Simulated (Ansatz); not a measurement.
C4H6ClF can be A, `CC/C=C(\F)Cl`, or B, `C/C(Cl)=C/CF`.

Computed with Ansatz on PBE0-D4/def2-TZVP structures; ΔE is electronic, products minus reactants. CCSD(T)/CBS is the MP2 limit (def2-TZVPP, def2-QZVPP) plus CCSD(T) − MP2 in def2-TZVPP, frozen cores. Double bonds are as drawn, so ΔE can hold a change between cis and trans. Functionals use def2-TZVPP. B3LYP here is the variant with VWN-RPA as its local correlation; programs differ in this. One conformer a species, not always the lowest.

A:

Z-matrix (Å, degrees):
```
C
C 1 1.525
H 1 1.092 2 110.9
H 1 1.092 2 110.8 3 120.2
H 1 1.093 2 111.2 3 -119.9
C 2 1.492 1 112.2 3 61.8
H 2 1.096 1 109.2 3 -177.6
H 2 1.092 1 110.1 3 -60.9
C 6 1.321 2 124.5 1 -118.6
H 6 1.084 2 118.8 1 60.3
F 9 1.329 6 123.1 2 -0.8
Cl 9 1.711 6 125.3 2 179.3
```

B:

Z-matrix (Å, degrees):
```
C
C 1 1.486
H 1 1.093 2 110.4
H 1 1.091 2 110.3 3 120.6
H 1 1.093 2 110.8 3 -118.8
Cl 2 1.739 1 113.4 3 58.3
C 2 1.327 1 125.5 3 -122.3
C 7 1.483 2 127.2 1 -179.4
H 7 1.087 2 117.0 1 0.1
F 8 1.387 7 109.5 2 -133.3
H 8 1.096 7 111.0 2 108.8
H 8 1.091 7 111.8 2 -13.2
```

Task: Which isomer does CCSD(T)/CBS put lower? Give the gap. (Best estimate.)

Result: The calculation gave: B, by 11.6 kJ/mol.

Task: Give E(B) − E(A) in kJ/mol with PBE-D4, r2SCAN-D4, ωB97M-V, B2PLYP, CCSD(T)/def2-TZVPP, B3LYP-D4, CCSD/def2-TZVPP. (An estimate is asked.)

Result: Ansatz gave: PBE-D4 -4.8, r2SCAN-D4 -5.3, ωB97M-V -7.6, B2PLYP -9.7, CCSD(T)/def2-TZVPP -9.6, B3LYP-D4 -10.5, CCSD/def2-TZVPP -10.0. None reverses the order clearly.

Largest T1 diagnostic: 0.011.

In def2-TZVPP, CCSD(T) changes the Hartree–Fock value by +4.7 kJ/mol (the triples alone add +0.5 kJ/mol) and MP2 by +3.6 kJ/mol.
